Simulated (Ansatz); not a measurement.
Cost and result for the atomization energy of C₂H₆OS₂, SMILES `CC(O)(S)S` (11 atoms, 10 bonds).

```
atom   x (Å)   y (Å)   z (Å)
  C1   0.920  -0.170  -0.983
  C2   0.058   0.068   0.237
  O3   0.912   0.456   1.265
  S4  -0.832  -1.497   0.589
  S5  -1.124   1.459  -0.007
  H6   1.603  -1.002  -0.796
  H7   1.505   0.729  -1.179
  H8   0.306  -0.395  -1.854
  H9   0.407   0.518   2.082
 H10  -1.747  -0.956   1.409
 H11  -2.007   0.790  -0.764
```

Total charge 0; spin multiplicity 1. The structure was optimised at the PBE0-D4/def2-TZVP level. It is one conformer, not always the lowest. Program: Ansatz. All runs use 4 threads of an Arm Neoverse V2 on a shared host. Times are those of one run each, without the atoms' runs, and a repeat can differ threefold. Electronic energies, without spin–orbit coupling; frozen cores. CCSD(T)/CBS adds CCSD(T) − MP2 in def2-TZVPP to the MP2 limit, and its time is that of the two runs behind it. T1 = 0.011. B3LYP takes the VWN-RPA correlation (the form of Gaussian; ORCA's B3LYP/G).

CCSD(T)/CBS is a level of theory with its own doubt, some kJ/mol a heavy atom from the limit and from the frozen cores, so smaller differences don't rank the functionals.

| level | functions | wall time | atomization (kJ/mol) | difference from CCSD(T)/CBS | per bond |
| --- | --- | --- | --- | --- | --- |
| PBE-D4/def2-TZVPP (with forces) | 261 | 2.3 s | 3990.5 | 97.2 | 9.7 |
| PBE0-D4/def2-TZVPP | 261 | 2.8 s | 3903.1 | 9.8 | 1.0 |
| r2SCAN-D4/def2-TZVPP (with forces) | 261 | 4.2 s | 3903.0 | 9.7 | 1.0 |
| B3LYP-D4/def2-TZVPP (with forces) | 261 | 4.2 s | 3870.6 | -22.7 | -2.3 |
| B2PLYP/def2-TZVPP | 261 | 4.8 s | 3823.5 | -69.8 | -7.0 |
| ωB97X-V/def2-TZVPP | 261 | 7 s | 3902.0 | 8.7 | 0.9 |
| ωB97M-V/def2-TZVPP (with forces) | 261 | 10 s | 3911.9 | 18.6 | 1.9 |
| MP2/def2-QZVPP | 491 | 20 s | 3915.2 | 21.9 | 2.2 |
| CCSD(T)/def2-TZVPP | 261 | 2.2 min | 3775.9 | -117.4 | -11.7 |
| CCSD(T)/CBS(def2) | – | 2.6 min | 3893.3 | 0.0 | 0.0 |

The D4 term adds +45.7 kJ/mol with B3LYP and +23.6 kJ/mol with PBE0; it sums over pairs of atoms, weighted by their polarisabilities, and B3LYP, whose exchange is more repulsive, gets the larger term. In def2-TZVPP, CCSD(T) changes the Hartree–Fock value by +1087.9 kJ/mol (the triples alone add +72.9 kJ/mol) and MP2 by +1158.4 kJ/mol; breaking electron pairs costs correlation energy, which Hartree–Fock lacks. From PBE to PBE0 (25 % exact exchange), in def2-TZVPP and without D4, the atomization energy moves by −82.9 kJ/mol: exact exchange takes away binding that semilocal exchange gives to molecules.
